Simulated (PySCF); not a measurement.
A GIAO shielding run with PySCF (density fitting, non-relativistic, gas phase) on SMILES N#CCN, C₂H₄N₂:

```
$ OMP_NUM_THREADS=1 python probes_run.py task.json out

{"job": {"kind": "nmr", "xc": "PBE0", "basis": "pcSseg-2"}, "charge": 0, "multiplicity": 1}
N      2.377931    -0.235711     0.187294
C      1.291257     0.133098     0.110558
C     -0.115686     0.542616     0.007906
N     -1.061699    -0.544977    -0.123835
H     -0.211779     1.214328    -0.848920
H     -0.362290     1.134189     0.893260
H     -0.861054    -1.094225    -0.950078
H     -1.001678    -1.168267     0.671488
```

Hardware: 1 thread of an Arm Neoverse N1, shared host. The job also computes population analyses, field gradients.

Task: How large is the calculation?

Result: 30 electrons, 200 basis functions and 516 auxiliary functions.

Task: How long does it take, and how much memory does it need?

Result: 20 s of wall time, with 14 SCF cycles and 5 response iterations; peak memory 0.72 GiB. Times on a shared host scatter by some tens of per cent.

Task: And these other runs on the same molecule and hardware: GIAO shielding at B97-2/pcSseg-2; GIAO shielding at KT3/pcSseg-2; GIAO shielding at wB97X-D/pcSseg-2?

Result: B97-2/pcSseg-2: 200 functions, 19 s; KT3/pcSseg-2: 200 functions, 25 s; wB97X-D/pcSseg-2: 200 functions, 23 s.
